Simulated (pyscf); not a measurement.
Single points on ωB97X-D3(BJ)/def2-SVP structures (PySCF, gas phase).

Problem. PBE/def2-TZVP puts the barrier of `[OH][Sn][OH]` [singlet] + `[NH3]` → `[NH2][SnH]([OH])[OH]` (insertion; singlet surface; H–N broken, N–Sn, H–Sn formed) at 50.8 kcal/mol and the reaction energy at +14.5 kcal/mol, from the separated reactants. What do B3LYP-D3(BJ)/def2-TZVP, M06-2X/def2-TZVP, ωB97M-D3(BJ)/def2-TZVP give on the same structures?

Solution. B3LYP-D3(BJ): ΔE‡ = 57.5 kcal/mol, ΔE = +14.4 kcal/mol; M06-2X: ΔE‡ = 55.6 kcal/mol, ΔE = +5.5 kcal/mol; ωB97M-D3(BJ): ΔE‡ = 59.7 kcal/mol, ΔE = +10.9 kcal/mol. PBE's barrier lies under all of them, by 4.8 to 8.9 kcal/mol. Its reaction energy matches one of them and lies within 9.0 kcal/mol of the others. Low barriers are usual for a GGA, whose delocalisation error favours stretched bonds. On the reactant side the descent ends in an adduct with a N–Sn contact, 19.1 kcal/mol under the separated species and 76.1 kcal/mol under the saddle at ωB97X-D3(BJ)/def2-TZVP. What is counted as formed (N–Sn) is already present as a longer contact in the reactant adduct; forming that adduct is a step of its own. At ωB97X-D3(BJ) the barrier from the zero used here is 57.0 kcal/mol. This is the saddle that the search found; another between the same sides may lie lower. Elements past Kr carry the def2 core potentials, without spin-orbit coupling.
